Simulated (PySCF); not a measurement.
Gas-phase reaction: 5 (CH3)2SiH2 ⇌ 3 SiH4 + 2 C3H8 + 2 (CH3)2Si

Computed with PySCF and rigid-rotor harmonic-oscillator thermochemistry at 1 bar. † marks an energy on the PBE0/def2-TZVP geometry and frequencies; other levels use their own. CCSD(T) freezes the core. All species are closed-shell singlets. B3LYP is the form with VWN-RPA correlation. (CH3)2Si: computed as isolated molecules; such fragments, hydroxides, amides, oligomers or adducts are transient or little studied in the gas. CCSD(T) isn't extrapolated to the basis-set limit.

```
level                ΔH°(298 K), kJ
-------------------  --------------
B3LYP/def2-TZVP†                572
BLYP/def2-TZVP†                 539
CCSD(T)/def2-TZVPP†             ___
PBE/def2-SVP                    ___
r2SCAN/def2-TZVP†               ___
ωB97X-V/def2-TZVP†              627
```

### Question
Complete the blanks.

### Answer

- CCSD(T)/def2-TZVPP†, ΔH°(298 K), kJ: 596
- PBE/def2-SVP, ΔH°(298 K), kJ: 564
- r2SCAN/def2-TZVP†, ΔH°(298 K), kJ: 650
